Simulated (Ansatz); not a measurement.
# bcc Ta

Calculation: PBE-D4 (plane waves, PAW; Ansatz, a program for electronic structure).

Run with plane-wave cutoff 500 eV, 30×30×30 k mesh, Fermi–Dirac smearing 0.1 eV, scalar-relativistic PAW data made under PBE.

Cell (relaxed at this level):

```cif
data_Ta2
_chemical_formula_sum 'Ta2'
_space_group_name_H-M_alt 'Im-3m'
_space_group_IT_number 229
_space_group_name_Hall '-I 4 2 3'
_cell_length_a 3.30497
_cell_length_b 3.30497
_cell_length_c 3.30497
_cell_angle_alpha 90.000
_cell_angle_beta 90.000
_cell_angle_gamma 90.000
loop_
_atom_site_label
_atom_site_type_symbol
_atom_site_symmetry_multiplicity
_atom_site_Wyckoff_symbol
_atom_site_fract_x
_atom_site_fract_y
_atom_site_fract_z
_atom_site_occupancy
Ta1 Ta 2 a 0.00000 0.00000 0.00000 1
```
(The calculation used a cell of 1 atom; values per cell refer to that cell.)

```yaml
volume_per_atom: 18.05 Å³/atom
equilibrium_lattice_constant_a: 3.305 Å
```

Measured, for comparison: equilibrium volume per atom 17.95 Å³/atom, lattice constant a 3.299 Å (static lattice: zero-point anharmonic expansion removed; as tabulated in Mejia-Rodriguez and Trickey (2018), arXiv:1807.09216). Computed (rounded) less measured: equilibrium volume per atom +0.6 %, lattice constant a +0.2 %.

Spin–orbit coupling is not included.

Static lattice: no zero-point or thermal effects.

Computing time: around 80 core-seconds (rough).
